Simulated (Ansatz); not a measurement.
# MgNaH (singlet): from Hartree-Fock to the top rungs at distance Na1–Mg2 = 2.354 Å, cc-pVTZ

The task here is to estimate one member of a computed series from the others.

Computed with Ansatz 0.2.0, Gaussian basis. Level: cc-pVTZ, core rule «outside noble gas», up to 10 orbitals frozen.

To be run: UHF; CCSD(T) on RHF; CCSD(T) on UHF; BCCD(T) on RHF; CCSDT(Q) on RHF; CCSDT(Q) on UHF; Full CI.

40 further runs of the same task are left out: 23 for a known fault of the program, 13 that didn't finish, 4 set aside as unsound or not needed. Runs told in other sessions of the task aren't counted.

### The geometry

The geometry derives from a PBE0/def2-TZVP stationary point (not a proven minimum). One bond is set to the value named and the two fragments are kept rigid.

3 atoms, charge 0, spin multiplicity 1.

Atoms are counted from 1 here; the program's logs count them from 0.

Bond lengths: Na1–Mg2 2.354 Å, Mg2–H3 1.747 Å. Angles: Na1–Mg2–H3 180.0°.

The first run:

File in.yaml:

```yaml
crystal:
  periodic: [false, false, false]
  atoms:
    - {symbol: Na, position_ang: [0.000000, 0.000000, 2.151800]}
    - {symbol: Mg, position_ang: [0.000000, 0.000000, -0.202200]}
    - {symbol: H, position_ang: [0.000000, 0.000000, -1.949600]}
basis:
  gaussian: {orbitals: cc-pVTZ}
magnetization: {spin_polarized: true, initial_magnetization: 0}
hamiltonian: {xc: hf}
output: {orbitals: {seedname: orbitals}}
```

Started as:

```sh
$ ansatz run in.yaml --threads 1 --pin off --events-out ev --progress --plain --max-ram 2393MiB
```

Among the steps run: UHF; CCSD(T) on RHF; CCSD(T) on UHF; BCCD(T) on RHF; CCSDT(Q) on RHF; CCSDT(Q) on UHF; Full CI.

One table of the session follows, with a row left open; its other results are not shown here.

| method | from FCI (meV) |
| --- | --- |
| RHF | +2037.4 |
| UHF | +2027.7 |
| RMP2 | +536.5 |
| RCCSD | +37.6 |
| RCCSD(T) | +9.3 |
| BCCD(T) | ? |
| RCCSDT | +1.4 |
| RCCSDT(Q) | +0.2 |
| FCI | 0 |

Q: Estimate the row for BCCD(T) from the others.

**Answer.** from FCI (meV): +9.2. In the column «from FCI (meV)» it lies between RCCSDT (+1.4) and RCCSD(T) (+9.3).

Not comparable, so not listed: CCSD(T) on UHF; CCSDT(Q) on UHF (they don't share determinant, frozen orbitals or solution with the rows shown, or repeat one).
